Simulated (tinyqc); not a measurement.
Worked calculation: CCSD on RHF in the sto-3g basis, frozen core, for BH3, spin multiplicity 1. One step of it, computed by the program tinyqc.

Problem. CCSD: starting amplitudes. t_ij^ab = <ij||ab> / (e_i + e_j - e_a - e_b), whose energy is MP2.

orbital energies (hartree): MO1 -7.415912, MO2 -0.667152, MO3 -0.463651, MO4 -0.463648, MO5 0.239289, MO6 0.694091, MO7 0.754806, MO8 0.754817

Two-electron integrals over orbitals (pq|rs), unique and non-zero (hartree); the lowest 1 orbital is frozen and left out:
```
(22|22) 0.444422    (32|32) 0.121229    (33|22) 0.440048    (33|33) 0.492898
(42|22) -0.000026   (42|33) -0.063378   (42|42) 0.121209    (43|32) -0.063371
(43|43) 0.049198    (44|22) 0.440021    (44|33) 0.394465    (44|42) 0.063389
(44|44) 0.492909    (52|22) -0.000271   (52|33) -0.000181   (52|42) 1.04e-08
(52|44) -0.000181   (52|52) 0.069431    (53|32) -0.000257   (53|43) 0.000259
(53|53) 0.017831    (54|22) 6.47e-08    (54|33) 0.000259    (54|42) -0.000257
(54|44) -0.000259   (54|52) 3.85e-06    (54|54) 0.017830    (55|22) 0.463906
(55|33) 0.435132    (55|42) -2.04e-06   (55|44) 0.435125    (55|52) 0.001784
(55|54) 2.55e-07    (55|55) 0.586781    (62|22) 0.041894    (62|33) 0.021325
(62|42) 2.00e-06    (62|44) 0.021278    (62|52) -0.000107   (62|54) 4.57e-07
(62|55) 0.106992    (62|62) 0.070046    (63|32) -0.043059   (63|43) 0.040410
(63|53) 0.000301    (63|63) 0.058994    (64|22) 0.000061    (64|33) 0.040498
(64|42) -0.043161   (64|44) -0.040436   (64|52) 7.57e-07    (64|54) 0.000301
(64|55) 0.000112    (64|62) 0.000119    (64|64) 0.059121    (65|22) -0.000725
(65|33) -0.000329   (65|42) 1.05e-06    (65|44) -0.000328   (65|52) 0.065918
(65|54) 0.000022    (65|55) 0.000182    (65|62) -0.001151   (65|64) -8.04e-07
(65|65) 0.068683    (66|22) 0.440446    (66|33) 0.439328    (66|42) 0.000221
(66|44) 0.439561    (66|52) -0.001303   (66|54) -7.91e-07   (66|55) 0.461324
(66|62) 0.027270    (66|64) -0.000064   (66|65) -0.001637   (66|66) 0.457114
(72|22) -0.000047   (72|33) 0.024659    (72|42) -0.003040   (72|44) -0.024708
(72|54) 0.000428    (72|55) -0.000118   (72|62) -0.000031   (72|64) 0.045597
(72|65) 1.29e-06    (72|66) -0.000050   (72|72) 0.048561    (73|32) 0.051570
(73|43) -0.023670   (73|53) -0.000221   (73|63) -0.030261   (73|73) 0.036323
(74|22) 0.046541    (74|33) 0.053415    (74|42) -0.051475   (74|44) 0.006220
(74|52) 0.000738    (74|54) 0.000221    (74|55) 0.096847    (74|62) 0.067154
(74|64) 0.030297    (74|65) -0.000264   (74|66) 0.027296    (74|72) 0.009175
(74|74) 0.104632    (75|22) 5.43e-07    (75|33) -0.000474   (75|42) 0.000995
(75|44) 0.000475    (75|52) -0.000071   (75|54) 0.016266    (75|55) -2.74e-07
(75|62) 1.33e-06    (75|64) -0.000373   (75|65) -0.000051   (75|66) 3.50e-06
(75|72) 0.000133    (75|74) -0.000425   (75|75) 0.020080    (76|22) -4.84e-06
(76|33) -0.057655   (76|42) 0.108821    (76|44) 0.057701    (76|52) 1.61e-06
(76|54) -0.000340   (76|55) 0.000011    (76|62) 0.000012    (76|64) -0.046316
(76|65) 2.43e-06    (76|66) 0.000234    (76|72) -0.009100   (76|74) -0.053109
(76|75) 0.000882    (76|76) 0.111269    (77|22) 0.459023    (77|33) 0.424929
(77|42) 0.027753    (77|44) 0.490074    (77|52) 0.000274    (77|54) -0.000277
(77|55) 0.477649    (77|62) 0.044904    (77|64) -0.037007   (77|65) -0.000189
(77|66) 0.466067    (77|72) -0.031254   (77|74) 0.042892    (77|75) 0.000153
(77|76) 0.029058    (77|77) 0.529278    (82|32) -0.003055   (82|43) 0.024688
(82|53) 0.000428    (82|63) 0.045583    (82|73) -0.009345   (82|82) 0.048564
(83|22) 0.046516    (83|33) 0.006184    (83|42) 0.051526    (83|44) 0.053456
(83|52) 0.000738    (83|54) -0.000221   (83|55) 0.096841    (83|62) 0.067139
(83|64) -0.030195   (83|65) -0.000263   (83|66) 0.027511    (83|72) -0.009366
(83|74) 0.036271    (83|75) 0.000426    (83|76) 0.053212    (83|77) 0.064791
(83|83) 0.104694    (84|32) 0.051527    (84|43) -0.023627   (84|53) -0.000221
(84|63) -0.030201   (84|73) 0.032223    (84|82) -0.009294   (84|84) 0.036259
(85|32) 0.000995    (85|43) -0.000475   (85|53) 0.016266    (85|63) -0.000372
(85|73) 0.000426    (85|82) 0.000133    (85|84) 0.000425    (85|85) 0.020079
(86|32) 0.108770    (86|43) -0.057591   (86|53) -0.000339   (86|63) -0.046127
(86|73) 0.053208    (86|82) -0.009045   (86|84) 0.053161    (86|85) 0.000881
(86|86) 0.111146    (87|32) -0.028099   (87|43) 0.032749    (87|53) 0.000278
(87|63) 0.037189    (87|73) -0.011174   (87|82) 0.031236    (87|84) -0.011133
(87|85) -0.000155   (87|86) -0.029305   (87|87) 0.034529    (88|22) 0.459034
(88|33) 0.490195    (88|42) -0.027985   (88|44) 0.424800    (88|52) 0.000274
(88|54) 0.000277    (88|55) 0.477650    (88|62) 0.044963    (88|64) 0.037227
(88|65) -0.000190   (88|66) 0.465947    (88|72) 0.031174    (88|74) 0.064871
(88|75) -0.000154   (88|76) -0.029237   (88|77) 0.460524    (88|83) 0.042741
(88|88) 0.529401
```

Give: Starting amplitudes; correlation energy.

Solution.

Starting amplitudes (spin orbitals 1a, 1b, ...; amplitudes related by a flip of all spins are not repeated; the 24 largest):

| from | to | t |
|---|---|---|
| 3a 3b | 8a 8b | -0.0430 |
| 4a 4b | 7a 7b | -0.0429 |
| 2a 2b | 5a 5b | -0.0383 |
| 2a 4b | 6a 7b | -0.0260 |
| 2a 3b | 6a 8b | -0.0260 |
| 2a 2b | 6a 6b | -0.0257 |
| 4a 4b | 6a 6b | -0.0255 |
| 3a 3b | 6a 6b | -0.0255 |
| 2a 4b | 6b 7a | 0.0177 |
| 2a 3b | 6b 8a | 0.0177 |
| 2a 2b | 8a 8b | -0.0171 |
| 2a 2b | 7a 7b | -0.0171 |
| 3a 3b | 7a 7b | -0.0149 |
| 3a 4b | 7b 8a | 0.0149 |
| 4a 4b | 8a 8b | -0.0149 |
| 3a 4b | 7a 8b | -0.0132 |
| 4a 4b | 6a 7b | -0.0128 |
| 3a 3b | 6a 7b | 0.0127 |
| 3a 4b | 6a 8b | 0.0127 |
| 3a 4b | 6b 8a | -0.0127 |
| 3a 3b | 5a 5b | -0.0127 |
| 4a 4b | 5a 5b | -0.0127 |
| 2a 4a | 6a 7a | -0.0084 |
| 2a 3a | 6a 8a | -0.0084 |

correlation energy = -0.035878 hartree
